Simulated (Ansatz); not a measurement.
This geometry of BFH$_{5}$N (8 atoms, charge 0, multiplicity 1) is a first-order saddle point.

The calculation used RKS revPBE/def2-SVP in Ansatz.

```xyz
8
Properties=species:S:1:pos:R:3
B 0.035 -0.393 -0.025
F -0.308 0.273 1.656
H 1.080 0.144 -0.335
H -0.999 -0.183 -0.628
N 0.154 -1.752 0.636
H -0.570 -2.450 0.442
H 1.078 -2.193 0.677
H -0.145 -0.786 1.675
```

**Question.** Which two structures does it join? (They come from a converged band through this point; their orientation in space is the band's.)

**Answer.** Bonds broken: B1–F2, N5–H8. Bonds formed: F2–H8. BFH5N becomes BH4N + FH.

Initial state:

```xyz
8
Properties=species:S:1:pos:R:3
B 0.025 -0.113 0.165
F 0.224 0.700 1.293
H 0.969 -0.126 -0.638
H -1.105 -0.036 -0.337
N 0.049 -1.684 0.797
H -0.113 -2.385 0.061
H 0.955 -1.894 1.243
H -0.682 -1.802 1.515
```

Final state:

```xyz
8
Properties=species:S:1:pos:R:3
B 0.100 -0.570 -0.371
F -0.411 0.242 2.378
H 1.103 0.090 -0.548
H -0.983 -0.266 -0.825
N 0.201 -1.757 0.394
H -0.571 -2.420 0.492
H 1.095 -2.135 0.715
H -0.209 -0.525 1.862
```

**Question.** How far does it lie above each of them?

**Answer.** 1.23 eV above the first and 0.33 eV above the second. This is the barrier of this one path; another mechanism may lie lower. The orbitals stay closed-shell, which can raise the energy where a bond breaks towards radicals; this wasn't checked here.

The run took 2.1 min on 1 thread of Arm Neoverse V1, on a shared host, peak memory 0.12 GiB.
